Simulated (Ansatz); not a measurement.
Molecule: singlet silylene, SiH$_{2}$ (charge 0, singlet). 
Coordinates optimised at B3LYP-D3(BJ)/def2-TZVP (Ansatz, a quantum-chemistry and plane-wave program):
```xyz
3

Si     0.0052     0.0009     0.1327
H     -0.0342     1.0849    -0.9366
H     -0.0389    -1.0973    -0.9218
```
Charge 0, spin multiplicity 1.

Basis-set convergence of Hartree-Fock and MP2 correlation energies (hartree) with Ansatz. Correlated levels leave the core frozen unless marked. No spin-orbit coupling. Non-relativistic.

The Hartree-Fock reference is unstable (checked in the largest basis), which strains HF and MP2. 

| basis | functions | E(HF) | E(corr, MP2) |
|---|---|---|---|
| def2-SVP | 28 | -289.92515 | -0.08695 |
| def2-TZVPP | 70 | -290.02621 | -0.10962 |
| def2-QZVPP | 130 | -290.03488 | -0.11721 |

Extrapolating the two largest sets (X = 3 and 4) as X^-3: E(corr) = (64·(-0.11721) - 27·(-0.10962))/37 = -0.1227 Eh, an estimate of the basis-set limit. The largest set recovers 95.5 % of it, the smallest 70.8 %.
